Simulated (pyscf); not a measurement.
Single points on ωB97X-D3(BJ)/def2-SVP structures (PySCF, gas phase).

Question: Estimate by transition-state theory the rate constant of [H₃C–N(CH₃)–AlH]• + H₂ → H₃C–N(CH₃)–AlH₂ + H• (doublet surface; H–H broken, Al–H formed) at 298 K, with ωB97M-D3(BJ)/def2-TZVP energies (ideal gas, 1 atm, RRHO with modes under 100 cm⁻¹ raised to 100, one conformer, R ln 2 for rigid chiral ones; no tunnelling).

Answer: The electronic barrier is 20.0 kcal/mol and the thermal terms add +4.4, so ΔG‡ = 24.4 kcal/mol. With k_BT/h = 6.21e+12 s⁻¹ and RT = 0.592 kcal/mol, and a volume of 4.06e-20 cm³ per molecule at 1 atm, k = 3.4e-25 cm³ molecule⁻¹ s⁻¹. Wigner's tunnelling factor for 706i cm⁻¹ would be 1.48, likely too low at so high a frequency. A shift of 1 kcal/mol in the barrier changes k by a factor 5.4. [H₃C–N(CH₃)–AlH]• lies 7.2 kcal/mol over its isomer [H₃C–Al(CH₃)–NH]•, and others may lie lower still (electronic energy, ωB97M-D3(BJ)). H₃C–N(CH₃)–AlH₂ lies 36.8 kcal/mol over its isomer H₃C–Al(CH₃)–NH₂, and others may lie lower still (electronic energy, ωB97M-D3(BJ)). This is the saddle that the search found; another between the same sides may lie lower. The angle at the transferred H is 170°.
